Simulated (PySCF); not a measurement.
SCF from a fresh guess for singlet H2SiS, at the PBE0 minimum. PySCF input:

```python
from pyscf import gto, scf, dft
mol = gto.M(atom='''
Si     0.885937     0.000000     0.400229
S     -0.880062    -0.000000    -0.397575
H      1.162106     0.000000     1.859497
H      2.163487     0.000000    -0.357135''',
    basis={'Si': 'def2-TZVP', 'S': 'def2-TZVP', 'H': 'def2-TZVP'},
    charge=0, spin=0)
mf = dft.RKS(mol, xc='PBE0')
mf.grids.atom_grid = (50, 194)
aux = {'Si': 'def2-universal-JKFIT', 'S': 'def2-universal-JKFIT', 'H': 'def2-universal-JKFIT'}
mf = mf.density_fit(auxbasis=aux)
mf.conv_tol = 1e-08
mf.diis_space = 10
mf.max_cycle = 60
mf.init_guess = 'minao'
mf.verbose = 4
mf.kernel()
```

Excerpt of the output (cycles and frontier levels):

```
init E= -688.65896848469
  HOMO = -0.301563913442994  LUMO = -0.118843255005341  gap/eV = 4.97208
cycle= 1 E= -688.590682493107  delta_E= 0.0683  |g|= 0.363  |ddm|= 1.61
  HOMO = -0.193234404279895  LUMO = -0.0935582491569882  gap/eV = 2.71233
cycle= 2 E= -688.429419532084  delta_E= 0.161  |g|= 0.771  |ddm|= 1.08
  HOMO = -0.260241938075964  LUMO = -0.0939390736038064  gap/eV = 4.52533
cycle= 3 E= -688.639631560954  delta_E= -0.21  |g|= 0.0344  |ddm|= 0.739
  HOMO = -0.266318655722817  LUMO = -0.0970973986626475  gap/eV = 4.60474
cycle= 4 E= -688.639821365839  delta_E= -0.00019  |g|= 0.0199  |ddm|= 0.0425
  HOMO = -0.265080234536679  LUMO = -0.0950878561781359  gap/eV = 4.62573
cycle= 5 E= -688.639950737395  delta_E= -0.000129  |g|= 0.00343  |ddm|= 0.0177
  HOMO = -0.265692027681798  LUMO = -0.0951552161576217  gap/eV = 4.64054
cycle= 6 E= -688.639953868435  delta_E= -3.13e-06  |g|= 0.000487  |ddm|= 0.00346
  HOMO = -0.265640927828002  LUMO = -0.0950836620275197  gap/eV = 4.64110
cycle= 7 E= -688.639953916127  delta_E= -4.77e-08  |g|= 0.000118  |ddm|= 0.000623
  HOMO = -0.265667341057792  LUMO = -0.095104790371856  gap/eV = 4.64124
cycle= 8 E= -688.639953920915  delta_E= -4.79e-09  |g|= 3.27e-05  |ddm|= 0.00017
  HOMO = -0.26567274173242  LUMO = -0.0950991300286859  gap/eV = 4.64154
Extra cycle  E= -688.639953920353  delta_E= 5.62e-10  |g|= 5.25e-05  |ddm|= 8.79e-05
converged SCF energy = -688.639953920353
```

No lower solution of this spin was found by a stability analysis within the restricted form, which does not test spin polarisation.

The search for the lowest solution, with the stability check, took 5 s on 2 threads of a shared Arm Neoverse N1 host, with 86 basis functions; the process peaked at 0.33 GiB. Launch command: `OMP_NUM_THREADS=2 python axn.py task.json out`.
